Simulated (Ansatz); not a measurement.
Q: Name a neutral molecule of C, N, O and H with zero-point energy (PBE0-D4/def2-TZVP) between 171 and 187 kJ/mol and ideal-gas entropy at 298 K and 1 bar (rigid rotor, harmonic PBE0-D4/def2-TZVP) between 277 and 293 J/(mol·K) (Ansatz, PBE0-D4/def2-TZVP geometry).

A: `OC1=NCN1` (183.6 kJ/mol, 283 J/(mol·K)). Other molecules can fit too; these were computed, each in one conformer that needn't be the lowest.
